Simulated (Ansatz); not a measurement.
Rock-salt SrO: TO phonon frequency at X by level of theory

No measured value is used here.

```json
[
 {"level (code)": "LDA (Ansatz)", "value (cm⁻¹)": "243", "cell (Å³/atom)": "16.23"},
 {"level (code)": "PBE (Ansatz)", "value (cm⁻¹)": "222", "cell (Å³/atom)": "17.52"},
 {"level (code)": "r²SCAN (Ansatz)", "value (cm⁻¹)": "242", "cell (Å³/atom)": "17.17"},
 {"level (code)": "HSE06 (Ansatz)", "value (cm⁻¹)": "238", "cell (Å³/atom)": "17.11"},
 {"level (code)": "Hartree–Fock (Ansatz)", "value (cm⁻¹)": "259", "cell (Å³/atom)": "17.80"}
]
```

Each level is taken at its own relaxed cell. Cutoffs differ between the levels. Ansatz's density-functional and Hartree–Fock values are scalar-relativistic unless marked +SOC, with PAW data made under PBE.

Ansatz is a quantum-chemistry and plane-wave program.
